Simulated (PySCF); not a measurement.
BH₂ + F₂ → BHF + HF

Level: PBE0 in the def2-TZVP basis family, all electrons, no relativity, computed in PySCF with density fitting; open shells unrestricted.

```csv
species,state and structure,E (Eh),ZPE (kJ/mol),H(298 K) − H(0) (kJ/mol),S° (J/(mol K))
BH₂,"doublet, C2v, B–H 1.191 Å (×2); H–B–H 129.4°",-25.89448,37.8,10.0,194.2
F₂,"singlet, D∞h, F–F 1.376 Å",-199.40856,6.6,8.7,201.9
BHF,"doublet, Cs, B–F 1.301 Å, B–H 1.206 Å; F–B–H 120.9°",-125.17117,29.1,10.0,228.1
HF,"singlet, C∞v, H–F 0.920 Å",-100.39188,24.9,8.7,173.6
```

**Question.** What is the electronic reaction energy?

**Answer.** At PBE0/def2-TZVP, ΔE = -682.7 kJ/mol from the differences of the total energies times 2625.5, downhill. 

**Question.** Add zero-point, thermal and entropy terms for 298.15 K and 1 bar.

**Answer.** ΔZPE = 9.6 and Δ[H(298) − H(0)] = 0.0 kJ/mol give ΔH° = -673.1 kJ/mol. ΔS° = 5.6 J/(mol K), so ΔG° = -673.1 − 298.15 × (0.0056) = -675 kJ/mol.

The structures come from searches over a few start shapes, so lower isomers are not excluded.
